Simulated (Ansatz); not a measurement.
Z-matrix (Å, degrees):
```
C
H 1 1.0892
H 1 1.0892 2 109.47
H 1 1.0892 2 109.47 3 120.00
H 1 1.0892 2 109.47 3 -120.00
```
Charge 0, spin multiplicity 1.

Calculation: frozen-core CCSD(T)/cc-pVTZ // B3LYP-D3(BJ)/def2-TZVP run with Ansatz (a first-principles code).

```json
{
 "HF energy": "-40.21333 Ha",
 "MP2 correlation energy": "-0.19830 Ha"
}
```

Question: Estimate the CCSD correlation energy, the (T) correction, the total energy and the T1 diagnostic.

Answer: 
```
Item                            Value
-----------------------  ------------
CCSD correlation energy   -0.21848 Ha
(T) correction            -0.00628 Ha
CCSD(T) total energy     -40.43810 Ha
T1 diagnostic                   0.007
```
